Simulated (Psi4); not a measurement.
# AlH5S (Al(H2S)H3) at 4 levels

Aim: a comparison of 4 runs (HF/3-21G, HF/def2-SVP, B3LYP/6-31G*, r2SCAN/cc-pVTZ) of AlH5S (Al(H2S)H3). 

The calculation is run with Psi4 1.11.

3 further runs of the same task are left out: 1 that didn't finish, 2 set aside as unsound or not needed.

### Step 1. The system as given

The species is AlH5S (7 atoms), meant as a singlet with charge 0. SMILES: `[H][Al]([H])([H])<-[SH2]`. The shape comes from GFN2-xTB, which is rough for such elements, and wasn't checked as a minimum.

Bond lengths: Al1–S2 2.471 Å, S2–H3 1.332 Å, S2–H4 1.332 Å, Al1–H5 1.563 Å, Al1–H6 1.577 Å, Al1–H7 1.563 Å. Angles: Al1–S2–H3 90.6°, Al1–S2–H4 90.1°, S2–Al1–H5 96.0°, S2–Al1–H6 92.1°, S2–Al1–H7 95.6°, H3–S2–H4 92.6°, H5–Al1–H6 118.7°, H5–Al1–H7 120.8°, H6–Al1–H7 118.6°.

### Step 2. A single-point energy at HF/3-21G (run 1)

The input, job.py:

```python
import psi4

psi4.set_memory(1600000000)
psi4.set_num_threads(1)
psi4.set_output_file('run.log', False)

molecule = psi4.geometry("""
0 1
Al     0.24528645    -0.41946251    -1.91162805
S      0.28691712    -0.47609760     2.75694034
H      0.96867361     1.94666357     2.80677242
H     -2.16464348     0.09318240     2.78999165
H      3.17880280    -0.35373783    -2.24620406
H     -1.25882216     2.15288938    -1.97714486
H     -1.25621434    -2.94343741    -2.21870855
units au
symmetry c1
no_reorient
no_com
""")

psi4.set_options({
    'basis': '3-21G',
    'puream': True,
    'e_convergence': 1e-09,
    'd_convergence': 1e-08,
    'scf_type': 'pk',
})

e_tot, wfn = psi4.energy('scf', return_wfn=True)
psi4.oeprop(wfn, 'MAYER_INDICES', 'LOWDIN_CHARGES', 'DIPOLE', title='SCF')
print('E =', round(e_tot, 9))
```

Command:

```sh
$ python job.py
```

run.log:

```text
[...]
  Running in c1 symmetry.
[...]
  Nuclear repulsion =   85.549490823894658
[...]
  Multiplicity = 1
[...]
  Nalpha       = 17
  Nbeta        = 17
[...]
    Number of basis functions: 36
[...]
   @RHF iter   1:  -638.95558382511331   -4.78935e-01   5.16497e-03 DIIS/ADIIS
[...]
   @RHF iter   9:  -638.99256605159701   -1.31877e-11   7.12205e-09 DIIS
[...]
    Orbital Energies [Eh]
    ---------------------
    Doubly Occupied:
       1A    -91.385017     2A    -58.028358     3A     -8.988443
       4A     -6.662496     5A     -6.660722     6A     -6.658713
       7A     -4.840785     8A     -3.144790     9A     -3.143572
      10A     -3.143362    11A     -1.076996    12A     -0.651384
      13A     -0.595720    14A     -0.549648    15A     -0.447715
      16A     -0.410279    17A     -0.407406
[...]
  @RHF Final Energy:  -638.99256605159701
   => Energetics <=
    Nuclear Repulsion Energy =             85.5494908238946579
    One-Electron Energy =               -1055.4932993435277240
    Two-Electron Energy =                 330.9512424680360709
    Total Energy =                       -638.9925660515970094
[...]
 Multipole Moments:
 ------------------------------------------------------------------------------------
     Multipole            Electronic (a.u.)      Nuclear  (a.u.)        Total (a.u.)
 ------------------------------------------------------------------------------------
 L = 1.  Multiply by 2.5417464519 to convert [e a0] to [Debye]
 Dipole X            :         -7.5836097            7.2471942           -0.3364155
 Dipole Y            :         12.7511630          -12.1750141            0.5761488
 Dipole Z            :        -17.3804519           18.4145874            1.0341355
 Magnitude           :                                                    1.2306742
[...]
```

On the terminal:

```text
E = -638.992566052
```

It took 2.2 s on 1 thread of Intel Xeon Platinum 8259CL at 2.50GHz (Skylake/Cascade Lake), shared host; peak memory 0.18 GiB.

### Step 3. A single-point energy at HF/def2-SVP (run 2)

The input, calc.py:

```python
import psi4

psi4.set_memory('1600 MB')
psi4.set_num_threads(1)
psi4.set_output_file('run.log', False)

m = psi4.geometry("""
0 1
Al     0.129800    -0.221970    -1.011590
S      0.151830    -0.251940     1.458910
H      0.512600     1.030130     1.485280
H     -1.145480     0.049310     1.476400
H      1.682150    -0.187190    -1.188640
H     -0.666140     1.139260    -1.046260
H     -0.664760    -1.557600    -1.174090
units angstrom
symmetry c1
""")

psi4.set_options(dict(puream=True, e_convergence=1e-09, d_convergence=1e-08, scf_type='pk'))

e_tot, wfn = psi4.energy('hf/def2-SVP', return_wfn=True)
psi4.oeprop(wfn, 'QUADRUPOLE', 'DIPOLE', 'LOWDIN_CHARGES')
print(f'total energy {e_tot:.8f} hartree = {e_tot * 27.211386:.5f} eV')
```

Command:

```sh
$ python calc.py
```

run.log:

```text
[...]
  Running in c1 symmetry.
[...]
  Nuclear repulsion =   85.549490768182579
[...]
  Multiplicity = 1
[...]
  Nalpha       = 17
  Nbeta        = 17
[...]
    Number of basis functions: 61
[...]
   @RHF iter   1:  -642.09262823108122   -4.61759e-01   3.12479e-03 DIIS/ADIIS
[...]
   @RHF iter  10:  -642.13337808108929   -7.95808e-13   3.97107e-09 DIIS
[...]
    Orbital Energies [Eh]
    ---------------------
    Doubly Occupied:
       1A    -91.993344     2A    -58.410543     3A     -9.029603
       4A     -6.717097     5A     -6.716055     6A     -6.714575
       7A     -4.849458     8A     -3.168438     9A     -3.165591
      10A     -3.165541    11A     -1.050411    12A     -0.648454
      13A     -0.584537    14A     -0.551407    15A     -0.440747
      16A     -0.409082    17A     -0.404946
[...]
  @RHF Final Energy:  -642.13337808108929
   => Energetics <=
    Nuclear Repulsion Energy =             85.5494907681825794
    One-Electron Energy =               -1059.3260807919025410
    Two-Electron Energy =                 331.6432119426307850
    Total Energy =                       -642.1333780810891767
[...]
 Multipole Moments:
 ------------------------------------------------------------------------------------
     Multipole            Electronic (a.u.)      Nuclear  (a.u.)        Total (a.u.)
 ------------------------------------------------------------------------------------
 L = 1.  Multiply by 2.5417464519 to convert [e a0] to [Debye]
 Dipole X            :          0.6161584           -0.8580362           -0.2418778
 Dipole Y            :         -1.0298379            1.4461896            0.4163517
 Dipole Z            :          1.8192828           -0.5609049            1.2583779
 Magnitude           :                                                    1.3473561
 L = 2.  Multiply by 1.3450342976 to convert [e a0^2] to [Debye ang]
 Quadrupole XX       :        -43.0651241           19.4676928          -23.5974313
 Quadrupole XY       :         -0.2247282            0.5824781            0.3577498
[...]
```

Standard output:

```text
total energy -642.13337808 hartree = -17473.33921 eV
```

Run time: 2.6 s. Hardware: 1 thread of Intel Xeon Platinum 8259CL at 2.50GHz (Skylake/Cascade Lake), shared host; peak memory 0.21 GiB.

### Step 4. Energy and forces at B3LYP/6-31G(d) (Cartesian functions) (run 3)

The input, alh5s.xyz:

```xyz
7
AlH5S
Al     0.129800    -0.221970    -1.011590
S      0.151830    -0.251940     1.458910
H      0.512600     1.030130     1.485280
H     -1.145480     0.049310     1.476400
H      1.682150    -0.187190    -1.188640
H     -0.666140     1.139260    -1.046260
H     -0.664760    -1.557600    -1.174090
```

The input, run.py:

```python
import psi4

psi4.set_memory('1600 MB')
psi4.set_num_threads(1)
psi4.set_output_file('alh5s.out', False)

with open('alh5s.xyz') as f:
    atoms = ''.join(f.readlines()[2:])
molecule = psi4.geometry('0 1\n' + atoms + 'symmetry c1\nno_reorient\nno_com')

options = {'basis': '6-31G*', 'puream': False, 'e_convergence': 1e-09, 'd_convergence': 1e-08, 'scf_type': 'pk', 'dft_radial_points': 99, 'dft_spherical_points': 590}
psi4.set_options(options)

e = psi4.gradient("b3lyp", molecule=molecule)
print('gradient / Eh bohr^-1')
print(e.np.round(6))
```

Command:

```sh
$ python run.py
```

alh5s.out:

```text
[...]
  Running in c1 symmetry.
[...]
  Nuclear repulsion =   85.549490768182579
[...]
  Multiplicity = 1
[...]
  Nalpha       = 17
  Nbeta        = 17
[...]
    Number of basis functions: 48
[...]
   @RKS iter   1:  -643.54415262021109   -2.95379e-01   5.54520e-03 DIIS/ADIIS
[...]
   @RKS iter  10:  -643.60440963971075   -4.54747e-13   1.22100e-09 DIIS
[...]
    Orbital Energies [Eh]
    ---------------------
    Doubly Occupied:
       1A    -88.940661     2A    -56.007351     3A     -8.008902
       4A     -5.972678     5A     -5.969491     6A     -5.964036
       7A     -4.099330     8A     -2.656220     9A     -2.649755
      10A     -2.649618    11A     -0.815740    12A     -0.508578
      13A     -0.439865    14A     -0.410789    15A     -0.319485
      16A     -0.282816    17A     -0.279734
[...]
  @RKS Final Energy:  -643.60440963971075
   => Energetics <=
    Nuclear Repulsion Energy =             85.5494907681825794
    One-Electron Energy =               -1059.8293302684778610
    Two-Electron Energy =                 367.9193082963474808
    DFT Exchange-Correlation Energy =     -37.2438784357629160
    Empirical Dispersion Energy =           0.0000000000000000
    VV10 Nonlocal Energy =                  0.0000000000000000
    Total Energy =                       -643.6044096397107523
[...]
 Multipole Moments:
 ------------------------------------------------------------------------------------
     Multipole            Electronic (a.u.)      Nuclear  (a.u.)        Total (a.u.)
 ------------------------------------------------------------------------------------
 L = 1.  Multiply by 2.5417464519 to convert [e a0] to [Debye]
 Dipole X            :         -7.4986049            7.2471942           -0.2514107
 Dipole Y            :         12.6071652          -12.1750141            0.4321512
 Dipole Z            :        -17.1659812           18.4145874            1.2486062
 Magnitude           :                                                    1.3449831
[...]
  -Total Gradient:
     Atom            X                  Y                   Z
    ------   -----------------  -----------------  -----------------
       1       -0.000028630659    -0.000312208750     0.002597428835
       2       -0.005098043586     0.008528148048    -0.006449575522
       3       -0.003399606741    -0.008788046947    -0.003669207699
       4        0.009435133243    -0.001289303385    -0.003743960524
       5       -0.008760141105    -0.000309242438     0.003751702983
       6        0.003191058592    -0.005418642314     0.003801352022
       7        0.004660161168     0.007589330606     0.003714205718
[...]
```

Standard output:

```text
gradient / Eh bohr^-1
[[-2.900e-05 -3.120e-04  2.597e-03]
 [-5.098e-03  8.528e-03 -6.450e-03]
 [-3.400e-03 -8.788e-03 -3.669e-03]
 [ 9.435e-03 -1.289e-03 -3.744e-03]
 [-8.760e-03 -3.090e-04  3.752e-03]
 [ 3.191e-03 -5.419e-03  3.801e-03]
 [ 4.660e-03  7.589e-03  3.714e-03]]
```

Wall time 12 s (1 thread of Intel Xeon Platinum 8259CL at 2.50GHz (Skylake/Cascade Lake), shared host); peak memory 0.73 GiB.

### Step 5. Energy and forces at r2SCAN/cc-pVTZ (run 4)

The input, calc.inp:

```
memory 1.6 GB

molecule molecule1 {
  0 1
  Al
  S 1 R2
  H 2 R3 1 A3
  H 2 R4 3 A4 1 D4
  H 1 R5 2 A5 4 D5
  H 1 R6 5 A6 2 D6
  H 1 R7 5 A7 6 D7

  R2 = 2.47078
  R3 = 1.332124
  A3 = 90.60356
  R4 = 1.331942
  A4 = 92.62772
  D4 = -90.12532
  R5 = 1.562801
  A5 = 96.00935
  D5 = 165.71672
  R6 = 1.577235
  A6 = 118.65736
  D6 = 95.73162
  R7 = 1.562575
  A7 = 120.81947
  D7 = 164.03133
  units angstrom
  symmetry c1
}

set basis cc-pVTZ
set puream true
set e_convergence 1e-09
set d_convergence 1e-08
set scf_type pk
set dft_radial_points 99
set dft_spherical_points 590

e_tot, wfn = gradient("r2scan", return_wfn=True)
oeprop(wfn, "QUADRUPOLE", "LOWDIN_CHARGES", "MULLIKEN_CHARGES", title="R2SCAN")
print_variables()
```

Command:

```sh
$ psi4 -n 1 calc.inp calc.out
```

calc.out:

```text
[...]
  Running in c1 symmetry.
[...]
  Nuclear repulsion =   85.549489793578985
[...]
  Multiplicity = 1
[...]
  Nalpha       = 17
  Nbeta        = 17
[...]
    Number of basis functions: 138
[...]
   @RKS iter   1:  -643.48192487451820   -2.40195e-01   2.83799e-03 DIIS/ADIIS
[...]
   @RKS iter  10:  -643.56926392034109   -1.45519e-11   5.71017e-09 DIIS
[...]
  @RKS Final Energy:  -643.56926392034109
   => Energetics <=
    Nuclear Repulsion Energy =             85.5494897935789851
    One-Electron Energy =               -1060.0093256783156903
    Two-Electron Energy =                 377.0186332824742976
    DFT Exchange-Correlation Energy =     -46.1280613180786716
    Empirical Dispersion Energy =           0.0000000000000000
    VV10 Nonlocal Energy =                  0.0000000000000000
    Total Energy =                       -643.5692639203410863
[...]
  -Total Gradient:
     Atom            X                  Y                   Z
    ------   -----------------  -----------------  -----------------
       1       -0.001238920288     0.001438562236    -0.001199096670
       2        0.007840814572    -0.007438294734    -0.005082181934
       3       -0.000401176088     0.007819193009    -0.002397724735
       4       -0.007935730995     0.000046626957    -0.002452071717
       5        0.008310767385     0.002372373210     0.003380958454
       6       -0.004363476403     0.004190997664     0.004216959117
       7       -0.002128010464    -0.008510634858     0.003369991001
[...]
 Multipole Moments:
 ------------------------------------------------------------------------------------
     Multipole            Electronic (a.u.)      Nuclear  (a.u.)        Total (a.u.)
 ------------------------------------------------------------------------------------
 L = 1.  Multiply by 2.5417464519 to convert [e a0] to [Debye]
 Dipole X            :         -0.9041047            1.2106816            0.3065769
 Dipole Y            :          0.8598412           -1.1546077           -0.2947666
 Dipole Z            :          1.8132514           -0.5860338            1.2272176
 Magnitude           :                                                    1.2988224
 L = 2.  Multiply by 1.3450342976 to convert [e a0^2] to [Debye ang]
 Quadrupole XX       :        -42.4418824           19.2305638          -23.2113186
 Quadrupole XY       :         -0.1777991            0.5613991            0.3836001
[...]
```

It took 2.4 min on 1 thread of Intel Xeon Platinum 8259CL at 2.50GHz (Skylake/Cascade Lake), shared host; peak memory 1.2 GiB.

### Step 6. Overview of the runs

```csv
run,level,task,Cartesian functions,energy (Eh),dipole moment (D),HOMO energy (eV),LUMO energy (eV),wall time
1,HF/3-21G,energy,no,-638.992566,3.13,-11.09,2.63,2.2 s
2,HF/def2-SVP,energy,no,-642.133378,3.42,-11.02,2.95,2.6 s
3,B3LYP/6-31G* (Cartesian functions),gradient,yes,-643.604410,3.42,-7.61,-0.61,12 s
4,r2SCAN/cc-pVTZ,gradient,no,-643.569264,3.30,-6.88,-1.17,2.4 min
```

### Step 7. What came out

```
                       quantity          value
            run 4: total energy  -643.56926 Eh
           run 4: dipole moment         3.30 D
             run 4: HOMO energy       -6.88 eV
             run 4: LUMO energy       -1.17 eV
           run 4: HOMO–LUMO gap        5.71 eV
run 4: largest force on an atom     0.614 eV/Å
```

**Reading.** The dipole moment (its size) runs from 3.13 D (HF/3-21G) to 3.42 D (HF/def2-SVP). The HOMO–LUMO gap runs from 5.71 eV (r2SCAN/cc-pVTZ) to 13.97 eV (HF/def2-SVP). The two ends differ in method and basis. Totals of different functionals can't be ranked against each other. All runs together took 2.7 min, the longest 2.4 min.
